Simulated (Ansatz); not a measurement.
# Cs₂Br: from a trial structure to a relaxed crystal

All numbers below come from DFT PBE, scalar-relativistic, plane waves, PAW (Ansatz 0.2.0). Cutoff 420 eV, Γ-centred k mesh, Gaussian smearing, no spin polarisation in the final step.

Cs₂Br was placed on the anti-CaCl2 structure type (Pnnm, No. 58), with Br in place of Ca, Cs in place of Cl, at a guessed volume.

```xyz
6
Lattice="7.1540 0.0000 0.0000 0.0000 7.3718 0.0000 0.0000 0.0000 4.8152" Properties=species:S:1:pos:R:3 pbc="T T T"
Cs    1.6096    6.0817    2.4076
Cs    5.1866    4.9760    0.0000
Cs    5.5443    1.2901    2.4076
Cs    1.9673    2.3958    0.0000
Br    3.5770    3.6859    2.4076
Br    0.0000    0.0000    0.0000
```

Cell and atoms relax at zero pressure; the relaxation can't lower the symmetry of the start. After a coarse first stage the cell is made exact in the group found at 0.06 Å.

The zero of energy is the elements' standard structures at the same level; no fitted shifts are applied.

(1) What does it relax into?

(2) What are its volume, energy, density and gap?

Answers

(1) It ends in P4_2/mnm (No. 136). The result has the rutile structure. Conventional cell: a = 9.030 Å, c = 5.212 Å. Around Cs lie 3 Br at 3.72–3.73 Å; Br has 6 Cs at 3.72–3.73 Å.

```xyz
6
Lattice="9.0298 0.0000 0.0000 0.0000 9.0298 0.0000 0.0000 0.0000 5.2123" Properties=species:S:1:pos:R:3 pbc="T T T"
Cs    1.8757    7.1541    2.6061
Cs    6.3906    6.3906    0.0000
Cs    7.1541    1.8757    2.6061
Cs    2.6392    2.6392    0.0000
Br    4.5149    4.5149    2.6061
Br    0.0000    0.0000    0.0000
```

(2) The volume per atom is 70.83 Å³, the density is 2.70 g/cm³ and the energy over the elements is -1.14 eV/atom. The gap on the 6×6×8 mesh is 0 eV (a metal).

The final run used a 6×6×8 mesh on its 6-atom cell and 0.10 eV smearing. For metals, differences of a few meV/atom aren't resolved. Symmetry constrained the relaxation, so the result can be a saddle point. The steps took about 14 core-minutes in all.